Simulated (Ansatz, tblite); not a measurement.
# The cluster Cs₂Cl₂: a ladder of methods and basis sets

Aim: run the singlet of the cluster Cs₂Cl₂ at one geometry on many levels, and compare frontier levels, spin and run time.

Computed with Ansatz 0.2.0, Gaussian basis. Level: as each input shows.

The runs, in order: GFN1-xTB, GFN2-xTB, PBE-D4/def2-TZVP, r2SCAN-D4/def2-TZVP, r2SCANh-D4/def2-TZVP, B2PLYP/def2-TZVP, B97M-V/def2-TZVP, LC-ωPBE/def2-TZVP, revPBE-D4/def2-TZVP, PBE+5HF/def2-TZVP, PBE+10HF/def2-TZVP, PBE+15HF/def2-TZVP, PBE+35HF/def2-TZVP, PBE+50HF/def2-TZVP, PBE-D4/def2-SVP, PBE0-D4/def2-SVP, PBE0-D4/def2-TZVPD, PBE-D4/def2-TZVPD, r2SCAN-D4/def2-TZVPD, CCSD(T)/def2-TZVPP, MP2/def2-TZVP, RPA/def2-TZVP.

1 further run of the same task is left out (set aside as unsound or not needed). Runs told in other sessions of the task aren't counted.

### Step 1. The relaxed structure

The geometry is that of the singlet, from an earlier relaxation (PBE-D4/def2-TZVP). At that level it is the lowest of the isomers that a small search found.

4 atoms, charge 0, spin multiplicity 1.

Bond lengths: Cs1–Cl3 3.164 Å, Cs1–Cl4 3.164 Å, Cs2–Cl3 3.164 Å, Cs2–Cl4 3.164 Å. Angles: Cl3–Cs1–Cl4 86.5°, Cl3–Cs2–Cl4 86.5°, Cs1–Cl3–Cs2 93.5°, Cs1–Cl4–Cs2 93.5°.

Cs takes a core potential in the def2 sets. No spin-orbit coupling is included.

PBE0-D4/def2-TZVP was run before; its log isn't repeated, and its numbers join the tables.

### Step 2. GFN1-xTB

Tight binding, by tblite at 300 K electronic temperature and without a spin-polarisation term:

```python
tblite.interface.Calculator('GFN1-xTB', numbers, positions, charge=0, uhf=0).singlepoint()
```

Energy -251.4670 eV, HOMO -11.65 eV, LUMO -8.80 eV; 0.003 s.

### Step 3. GFN2-xTB

Tight binding, by tblite at 300 K electronic temperature and without a spin-polarisation term:

```python
tblite.interface.Calculator('GFN2-xTB', numbers, positions, charge=0, uhf=0).singlepoint()
```

Energy -262.5985 eV, HOMO -9.93 eV, LUMO -7.28 eV; 0.005 s.

### Step 4. PBE-D4/def2-TZVP

start.molden holds the orbitals of an earlier run on this state, given as this run's starting guess.

in.yaml reads:

```yaml
crystal:
  periodic: [false, false, false]
  atoms:
    - {symbol: Cs, position_ang: [-0.869289, -1.837740, 1.084710]}
    - {symbol: Cs, position_ang: [0.869204, 1.837808, -1.084669]}
    - {symbol: Cl, position_ang: [-1.168848, -0.486560, -1.760781]}
    - {symbol: Cl, position_ang: [1.168942, 0.486492, 1.760740]}
basis:
  gaussian: {orbitals: def2-TZVP, initial_orbitals: start.molden}
hamiltonian: {xc: pbe, dispersion: d4}
scf: {omitted_lower_state_checks: [starts]}
output: {orbitals: {seedname: orbitals}}
```

Run with:

```
$ ansatz run in.yaml --threads 4 --pin off --events-out ev --progress --plain --max-ram 3916MiB
```

The runs that follow: r2SCAN-D4/def2-TZVP; r2SCANh-D4/def2-TZVP; B2PLYP/def2-TZVP; B97M-V/def2-TZVP; LC-ωPBE/def2-TZVP; revPBE-D4/def2-TZVP; PBE+5HF/def2-TZVP; PBE+10HF/def2-TZVP; PBE+15HF/def2-TZVP; PBE+35HF/def2-TZVP; PBE+50HF/def2-TZVP; PBE-D4/def2-SVP; PBE0-D4/def2-SVP; PBE0-D4/def2-TZVPD; PBE-D4/def2-TZVPD; r2SCAN-D4/def2-TZVPD; CCSD(T)/def2-TZVPP; MP2/def2-TZVP; RPA/def2-TZVP.

Before running them: what should the planned runs give, taken together? Wanted: gap in def2-TZVP, named functionals, smallest and largest; gap over the share of exact exchange; correlation energy, CCSD(T)/def2-TZVPP; correlation energy, MP2/def2-TZVP; binding an atom, CCSD(T)/def2-TZVPP; PBE0 total energy, smallest basis above largest.

The runs gave:

| quantity | value |
| --- | --- |
| gap in def2-TZVP, named functionals, smallest and largest | 4.02 eV (revPBE-D4), 9.44 eV (LC-ωPBE) |
| gap over the share of exact exchange | 4.12 eV at 0, 7.58 eV at 0.5 |
| correlation energy, CCSD(T)/def2-TZVPP | -20.68 eV |
| correlation energy, MP2/def2-TZVP | -16.30 eV |
| binding an atom, CCSD(T)/def2-TZVPP | 2.507 eV |
| PBE0 total energy, smallest basis above largest | 8.65 eV (def2-SVP, def2-TZVPD) |

**Reading.** Over the named functionals in def2-TZVP the gap runs from 4.02 eV (revPBE-D4) to 9.44 eV (LC-ωPBE); exact exchange widens it. Raising the share of exact exchange from 0 to 0.5 moves the HOMO by -2.62 eV and the LUMO by +0.84 eV. The functionals in def2-TZVP miss CCSD(T)/def2-TZVPP by +0.020 (revPBE-D4) to +0.160 eV (r2SCAN-D4) an atom. The reference is CCSD(T) in one finite basis, so it carries an error of its own, often a tenth of an eV or more, and near misses can't be ranked.
